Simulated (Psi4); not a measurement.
This Psi4 input (MP2/6-311++G(2d,2p)) gives -40.39368 Eh with 67 basis functions.

```
memory 8100 MB

molecule {
0 1
C    -0.00000000    0.00000000   -0.00000000
H     0.62054657    0.62688914    0.63896175
H    -0.64285838   -0.62489528    0.61852983
H     0.63693263   -0.63278043   -0.61664082
H    -0.61462083    0.63078657   -0.64085076
}

set {
  basis 6-311++g(2d,2p)
  scf_type df
  freeze_core true
}

energy('mp2')
print_variables()
```

Change:
```diff
- basis 6-311++g(2d,2p)
+ basis 6-31g*
```

What does the run give now?

-40.33247 Eh (MP2/6-31G*, 23 functions), a change of +61.21 mEh.
